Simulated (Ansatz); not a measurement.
## Point defect: Ag on a Si site in Si

The calculation used Ansatz, DFT PBE, scalar-relativistic, plane waves, PAW. (420 eV cutoff, 2×2×2 k-mesh, Gaussian smearing of 0.01 eV, collinear spin in charge 0 alone)

Host crystal, relaxed:

```yaml
crystal:
  lattice:
    - [0.00000, 2.73505, 2.73505]
    - [2.73505, 0.00000, 2.73505]
    - [2.73505, 2.73505, 0.00000]
  atoms:
    - { symbol: Si, position: [0.75000, 0.75000, 0.75000] }
    - { symbol: Si, position: [0.50000, 0.50000, 0.50000] }
```

Supercell of 54 atoms, rows in host cell vectors: 3 0 -3; 0 0 -3; 0 3 -3. Atoms relax at the host's cell from a start displaced at random by 0.06 Å near the defect, so other minima may exist. The cell is small, so energies carry finite-size errors of tenths of an eV. The host's Kohn–Sham gap is 0.61 eV. Atoms are taken from and returned to the elements' standard states. Charged cells are corrected for image charges with the computed static dielectric tensor (mean 13.0) and aligned with the host's potential at far atoms (alignment terms reach 0.06 eV; the program doubts the alignment in some charges, where it is up to 0.06 eV). No band-filling term is added, and the Fermi level counts from the host's valence band top.

Defect: Ag on a Si site at (0.750, 0.750, 0.750) of the host cell.

Task: What is the formation energy of the neutral defect?

Result: 1.96 eV.

Task: Does the neutral defect carry a moment, and how do its surroundings relax?

Result: It changes the cell's moment by 0.25 μB (a fraction, from partly filled bands). The nearest neighbours before are 4 Si at 2.37 Å; after relaxation the atoms near the site are 4 Si at 2.46 Å; the largest move is 0.09 Å.

Task: Charges +1, 0 were computed. Which is stable where in the gap?

Result: Among the charges computed the stable one is +1 at the valence band top, changing to 0 at 0.25 eV. In charge +1, 0 the cell has partly filled bands: a level of the defect may be part filled, the carrier may sit in the host's bands, or levels may cross between the k points, so transitions that involve it are doubtful. Levels between neighbouring charges: (+1/0) 0.25 eV.

Cost: 3 runs of about 65 core-minutes in all, on AMD EPYC (Zen 3) (shared hosts).